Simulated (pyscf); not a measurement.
# Four-centre exchange: H₃C–SiH(Cl)–Cl (SMILES C[SiH](Cl)Cl) + HCl (SMILES Cl) → CH₄ (SMILES C) + Cl–SiH(Cl)–Cl (SMILES Cl[SiH](Cl)Cl)

Gas phase, singlet surface, charge 0. Bonds broken: C1–Si2, Cl9–H10. Bonds formed: C1–H10, Si2–Cl9. Structures and frequencies: ωB97X-D3(BJ)/def2-SVP in PySCF.

Transition state (Å):

```xyz
10

C      0.3147    -0.1085     0.1732
Si    -1.6236     0.0592    -0.6288
Cl    -1.3287    -1.7794    -1.6177
Cl    -3.0301    -0.5136     0.7366
H      0.9518     0.4839     0.8588
H      0.8672    -0.2507    -0.7631
H      0.0990    -1.0557     0.6833
H     -1.8566     0.8925    -1.8113
Cl    -1.4690     2.2435     0.4821
H     -0.3732     0.9342     0.3486
```

One imaginary mode, 694i cm⁻¹; descent along it reached the two sides named.

```json
[
 {"bond": "C1–Si2", "change": "breaks", "reactant side (Å)": "1.855", "saddle": "2.104", "product side": "4.0"},
 {"bond": "Cl9–H10", "change": "breaks", "reactant side (Å)": "1.284", "saddle": "1.713", "product side": "3.0"},
 {"bond": "C1–H10", "change": "forms", "reactant side (Å)": "4.2", "saddle": "1.261", "product side": "1.099"},
 {"bond": "Si2–Cl9", "change": "forms", "reactant side (Å)": "3.6", "saddle": "2.455", "product side": "2.040"}
]
```

Electronic energies relative to the separated reactants (kcal/mol):

```csv
level,barrier,reaction energy,reverse barrier
ωB97X-D3(BJ)/def2-TZVP,42.9,-22.4,65.4
PBE/def2-TZVP,38.0,-21.7,59.7
r²SCAN/def2-TZVP,39.7,-22.5,62.2
B3LYP-D3(BJ)/def2-TZVP,43.6,-22.0,65.6
PBE0-D3(BJ)/def2-TZVP,39.4,-21.4,60.8
M06-2X/def2-TZVP,43.1,-22.2,65.2
ωB97M-D3(BJ)/def2-TZVP,44.1,-21.3,65.4
HF/def2-TZVP,67.0,-22.5,89.5
```

With ωB97M-D3(BJ)/def2-TZVP energies and thermal terms (ideal gas, 1 atm, RRHO with modes under 100 cm⁻¹ raised to 100, one conformer, R ln 2 for chiral ones without a mode under 150 cm⁻¹), in kcal/mol:

```json
[
 {"T (K)": "298", "ΔH‡": "43.5", "ΔG‡": "54.3", "ΔH": "-19.7", "ΔG": "-18.6"},
 {"T (K)": "600", "ΔH‡": "43.5", "ΔG‡": "65.4", "ΔH": "-20.4", "ΔG": "-17.2"},
 {"T (K)": "900", "ΔH‡": "43.8", "ΔG‡": "76.2", "ΔH": "-21.0", "ΔG": "-15.5"},
 {"T (K)": "1200", "ΔH‡": "44.2", "ΔG‡": "87.0", "ΔH": "-21.5", "ΔG": "-13.5"}
]
```

One saddle was located; it need not be the lowest between these sides.
